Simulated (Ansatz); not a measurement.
Reaction (SMILES): P (PH3) + H+ → [PH4+]
B3LYP-D3(BJ)/def2-TZVP geometries, fixed; electronic energies without zero-point terms; positive where energy is released.
Largest species:
```xyz
5

P      0.0000     0.0000     0.0000
H      0.0115     1.3163    -0.4706
H      1.1354    -0.6707    -0.4639
H     -1.1473    -0.6505    -0.4634
H      0.0003     0.0049     1.3979
```
Charge +1, spin multiplicity 1.

Energies in hartree at PBE with Ansatz (a program for electronic structure); the proton affinity is their sum with the coefficients shown, times 627.509 kcal/mol a hartree; the bare proton counts zero. All functions are spherical. No added dispersion term, no relativity.

```
species  coefficient  part  cc-pV(D+d)Z  cc-pV(T+d)Z  cc-pV(Q+d)Z
-------  -----------  ----  -----------  -----------  -----------
P (PH3)           +1   PBE   -342.97150   -342.98809   -342.99198
[PH4+]            -1   PBE   -343.27464   -343.29165   -343.29581
```

### Question
Predict the proton affinity in cc-pV(5+d)Z (X = 5): let each PBE step shrink by the ratio of the last two. Compare with the run.

### Answer

- P (PH3): steps -0.01659 and -0.00389, ratio 0.234, so PBE -342.99289 (run: -342.99557).
- [PH4+]: steps -0.01701 and -0.00416, ratio 0.245, so PBE -343.29683 (run: -343.29936).
Predicted 190.73 kcal/mol; the run in cc-pV(5+d)Z gives 190.63, a miss of 0.09. Keeping the value in cc-pV(Q+d)Z, 190.66, would miss by 0.03. All sums are of the energies as printed.
